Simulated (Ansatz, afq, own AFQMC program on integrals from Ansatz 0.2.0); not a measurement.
**GeHO, quartet in cc-pVDZ, levels against CCSDT(Q)**

| atom | x (Å) | y (Å) | z (Å) |
| --- | --- | --- | --- |
| Ge | 0.0000 | -0.0270 | 0.3220 |
| O | 0.0000 | 0.0391 | -1.5319 |
| H | 0.0000 | 1.3243 | 1.1067 |

Connectivity, by distances: GeH–O.

Basis cc-pVDZ. Only valence electrons are correlated. Ansatz 0.2.0 and our own AFQMC program on the same integrals; the CISD trial comes from CCSD amplitudes, and released means the phaseless constraint is let go. Error bars are statistical, one sigma. No spin–orbit coupling.

Determinant: UHF, the one that the program's search chose, which needn't be the lowest solution. The geometry is a point of a scan.

No full CI on the walks' own integrals is used here; CCSDT(Q) serves as the reference and is uncertain by about the last step of the cluster series.

Cautions: no relativity below Rb; no spin-orbit coupling; inner d shell frozen; lower spins were not checked; the released energies move by 1.5 errors or more from one time to the next, so no released level is given (meV from the phaseless value at times in 1/Eh: 1 ± 12 at 0.24, -5 ± 13 at 0.51, -17 ± 15 at 0.99, -1 ± 12 at 1.62, -35 ± 17 at 2.40), though the last usable value meets CCSDT(Q) within the noise.

```
T1 diagnostic                               : 0.0232
weight of the determinant in the CISD state : 0.901
⟨S²⟩ of the determinant                     : 3.769
size of the correlated space                : 11 electrons in 31 orbitals
```

| level | correlation energy (eV) |
| --- | --- |
| MP2 | -5.4278 |
| CCSD | -6.1514 |
| CCSD(T) | -6.2952 |

Q: Estimate where phaseless AFQMC with the Hartree–Fock trial lies against CCSD(T) on the same integrals.

A: 1.15 ± 1.45 kcal/mol above CCSD(T). The gap is under twice the noise, so this walk alone can't tell the two apart.

Reference: CCSDT(Q), correlation energy -6.341 eV.

```json
{"level": "CCSD(T)", "E − E(reference) (kcal/mol)": "1.06", "share of correlation (%)": "99.28"}
{"level": "CCSDT", "E − E(reference) (kcal/mol)": "0.36", "share of correlation (%)": "99.75"}
{"level": "ph-AFQMC/HF", "E − E(reference) (kcal/mol)": "2.21 ± 1.45", "share of correlation (%)": "98.49"}
{"level": "ph-AFQMC/CISD", "E − E(reference) (kcal/mol)": "0.72 ± 0.31", "share of correlation (%)": "99.50"}
```

A walk keeps the symmetry of its determinant, which the program's search chose and which needn't be the lowest solution, so a lower state of the same spin and another symmetry isn't excluded.
